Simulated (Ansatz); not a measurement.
# BNSi: the cost of one run

The runs use Ansatz 0.2.0, Gaussian basis; def2-TZVPP, core rule «outside noble gas», up to 7 orbitals frozen.

Plan: UHF; ROHF; CCSD(T) on UHF.

2 further runs of the same task are left out: 2 set aside as unsound or not needed.

### 1 The geometry

The geometry is a PBE0/def2-TZVP stationary point (not a proven minimum).

3 atoms, charge 0, spin multiplicity 3.

Atoms are counted from 1 here; the program's logs count them from 0.

Bond lengths: B1–Si2 1.862 Å, Si2–N3 1.606 Å. Angles: B1–Si2–N3 180.0°.

Geometry (Å):

```xyz
3

B     0.0000    0.0000    1.7768
Si    0.0000    0.0000   -0.0855
N     0.0000    0.0000   -1.6913
```

### 2 UHF

File in.yaml:

```yaml
crystal:
  periodic: [false, false, false]
  atoms:
    - {symbol: B, position_ang: [0.000000, 0.000000, 1.776800]}
    - {symbol: Si, position_ang: [0.000000, 0.000000, -0.085500]}
    - {symbol: N, position_ang: [0.000000, 0.000000, -1.691300]}
basis:
  gaussian: {orbitals: def2-TZVPP}
magnetization: {spin_polarized: true, initial_magnetization: 2}
hamiltonian: {xc: hf}
output: {orbitals: {seedname: orbitals}}
```

On the command line:

```console
ansatz run in.yaml --threads 1 --pin off --events-out ev --progress --plain --max-ram 2816MiB --backend cpu
```

Q: Estimate wall time and peak memory on 1 thread of AMD EPYC 7R13, shared host.

About 13 s, with a peak of 0.26 GiB.
